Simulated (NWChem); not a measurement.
All runs are NWChem calculations. System: CH, charge 1, spin multiplicity 1, displaced from the optimised geometry. The structure started from a generated list of species.

Input file:

```
start mol
memory heap 200 mb stack 900 mb global 1100 mb
charge 1
geometry units angstroms nocenter noautoz noautosym
  C      0.000000     0.000000     1.884750
  H      0.000000     0.000000    -0.983348
end
basis spherical
  * library cc-pvdz
end
dft
  xc xpbe96 cpbe96
  semidirect memsize 60000000 filesize 0
  iterations 100
end
task dft energy
```

The output up to the point where the run's verdict is printed (cleaned and shortened):

```
             Northwest Computational Chemistry Package (NWChem) 7.3.0
             --------------------------------------------------------

                                NWChem Input Module
                                -------------------

 Scaling coordinates for geometry "geometry" by  1.889725989
 (inverse scale =  0.529177249)

                             Geometry "geometry" -> ""
                             -------------------------

 Output coordinates in angstroms (scale by  1.889725989 to convert to a.u.)

  No.       Tag          Charge          X              Y              Z
 ---- ---------------- ---------- -------------- -------------- --------------
    1 C                    6.0000     0.00000000     0.00000000     1.88475000
    2 H                    1.0000     0.00000000     0.00000000    -0.98334800

 Effective nuclear repulsion energy (a.u.)       1.1070275472

            Nuclear Dipole moment (a.u.)
            ----------------------------
        X                 Y               Z
 ---------------- ---------------- ----------------
     0.0000000000     0.0000000000    19.5117080704


 Summary of "ao basis" -> "" (spherical)
 ------------------------------------------------------------------------------
       Tag                 Description            Shells   Functions and Types
 ---------------- ------------------------------  ------  ---------------------
 *                          cc-pvdz                   on all atoms

  pbe96 is a nonlocal functional; adding pw91lda local functional.

                                 NWChem DFT Module
                                 -----------------

 Summary of "ao basis" -> "ao basis" (spherical)
 ------------------------------------------------------------------------------
       Tag                 Description            Shells   Functions and Types
 ---------------- ------------------------------  ------  ---------------------
 C                          cc-pvdz                  6       14   3s2p1d
 H                          cc-pvdz                  3        5   2s1p

 Summary of "ao basis" -> "ao basis" (spherical)
[...]
 d= 0,ls=0.5,diis    52    -37.8525533636 -1.86D-02  1.83D-03  3.21D-02     0.7
 d= 0,ls=0.5,diis    53    -37.8519030482  6.50D-04  7.36D-04  3.82D-02     0.7
 d= 0,ls=0.5,diis    54    -37.8512948319  6.08D-04  6.59D-04  4.17D-02     0.7
 d= 0,ls=0.5,diis    55    -37.8498198649  1.47D-03  2.25D-04  4.66D-02     0.7
 d= 0,ls=0.5,diis    56    -37.8502851288 -4.65D-04  4.62D-04  4.52D-02     0.7
 d= 0,ls=0.5,diis    57    -37.8490933097  1.19D-03  4.85D-04  4.88D-02     0.7
 d= 0,ls=0.5,diis    58    -37.8477477398  1.35D-03  9.56D-04  5.25D-02     0.7
 d= 0,ls=0.5,diis    59    -37.8449373316  2.81D-03  2.72D-04  6.00D-02     0.8
 d= 0,ls=0.5,diis    60    -37.8446446700  2.93D-04  1.03D-03  6.01D-02     0.8
 d= 0,ls=0.5,diis    61    -37.8414458814  3.20D-03  6.94D-04  6.88D-02     0.8
 d= 0,ls=0.5,diis    62    -37.8431360880 -1.69D-03  4.70D-04  6.28D-02     0.8
 d= 0,ls=0.5,diis    63    -37.8445187722 -1.38D-03  3.75D-04  5.89D-02     0.8
 d= 0,ls=0.5,diis    64    -37.8455511082 -1.03D-03  4.02D-04  5.66D-02     0.8
 d= 0,ls=0.5,diis    65    -37.8467207447 -1.17D-03  4.57D-04  5.37D-02     0.8
 d= 0,ls=0.5,diis    66    -37.8461894126  5.31D-04  5.51D-04  5.61D-02     0.8
 d= 0,ls=0.5,diis    67    -37.8446988351  1.49D-03  1.43D-03  6.04D-02     0.9
 d= 0,ls=0.5,diis    68    -37.8402063769  4.49D-03  1.41D-03  7.27D-02     0.9
 d= 0,ls=0.5,diis    69    -37.8354016089  4.80D-03  1.21D-03  8.47D-02     0.9
 d= 0,ls=0.5,diis    70    -37.8310685197  4.33D-03  2.63D-03  9.45D-02     0.9
 d= 0,ls=0.5,diis    71    -37.8394650097 -8.40D-03  2.03D-03  6.95D-02     0.9
 d= 0,ls=0.5,diis    72    -37.8457889247 -6.32D-03  1.15D-03  5.36D-02     0.9
 d= 0,ls=0.5,diis    73    -37.8489858776 -3.20D-03  8.01D-04  4.67D-02     0.9
 d= 0,ls=0.5,diis    74    -37.8509877100 -2.00D-03  7.21D-04  4.25D-02     0.9
 d= 0,ls=0.5,diis    75    -37.8528102164 -1.82D-03  6.40D-04  3.81D-02     0.9
 d= 0,ls=0.5,diis    76    -37.8543179149 -1.51D-03  3.69D-04  3.45D-02     1.0
 d= 0,ls=0.5,diis    77    -37.8550843485 -7.66D-04  4.64D-04  3.29D-02     1.0
 d= 0,ls=0.5,diis    78    -37.8561301215 -1.05D-03  3.29D-04  3.02D-02     1.0
 d= 0,ls=0.5,diis    79    -37.8568134277 -6.83D-04  2.38D-04  2.85D-02     1.0
 d= 0,ls=0.5,diis    80    -37.8565012148  3.12D-04  1.48D-04  2.98D-02     1.0
 d= 0,ls=0.5,diis    81    -37.8567850374 -2.84D-04  1.14D-04  2.90D-02     1.0
 d= 0,ls=0.5,diis    82    -37.8570013199 -2.16D-04  2.50D-04  2.84D-02     1.0
 d= 0,ls=0.5,diis    83    -37.8565525421  4.49D-04  3.13D-04  3.00D-02     1.0
 d= 0,ls=0.5,diis    84    -37.8558633398  6.89D-04  3.78D-04  3.21D-02     1.1
 d= 0,ls=0.5,diis    85    -37.8549940096  8.69D-04  3.50D-04  3.45D-02     1.1
 d= 0,ls=0.5,diis    86    -37.8541757300  8.18D-04  2.65D-04  3.67D-02     1.1
 d= 0,ls=0.5,diis    87    -37.8535646533  6.11D-04  2.12D-04  3.82D-02     1.1
 d= 0,ls=0.5,diis    88    -37.8530633893  5.01D-04  3.00D-04  3.94D-02     1.1
 d= 0,ls=0.5,diis    89    -37.8523237638  7.40D-04  2.13D-04  4.15D-02     1.1
 d= 0,ls=0.5,diis    90    -37.8518543002  4.69D-04  1.26D-04  4.26D-02     1.1
 d= 0,ls=0.5,diis    91    -37.8517337696  1.21D-04  3.25D-04  4.27D-02     1.1
 d= 0,ls=0.5,diis    92    -37.8509604546  7.73D-04  1.33D-04  4.50D-02     1.1
 d= 0,ls=0.5,diis    93    -37.8507145023  2.46D-04  7.33D-05  4.54D-02     1.2
 d= 0,ls=0.5,diis    94    -37.8507042524  1.02D-05  3.10D-04  4.53D-02     1.2
 d= 0,ls=0.5,diis    95    -37.8499190765  7.85D-04  5.08D-04  4.75D-02     1.2
 d= 0,ls=0.5,diis    96    -37.8485693419  1.35D-03  2.84D-04  5.13D-02     1.2
 d= 0,ls=0.5,diis    97    -37.8478731512  6.96D-04  6.76D-04  5.27D-02     1.2
 d= 0,ls=0.5,diis    98    -37.8460227987  1.85D-03  6.85D-04  5.78D-02     1.2
 d= 0,ls=0.5,diis    99    -37.8441148419  1.91D-03  2.99D-04  6.25D-02     1.2
 d= 0,ls=0.5,diis   100    -37.8438850908  2.30D-04  3.77D-04  6.22D-02     1.2
```

The run did not converge; its last values are not results. The next line reads: Calculation failed to converge. NWChem stopped with the message: dft energy failed.
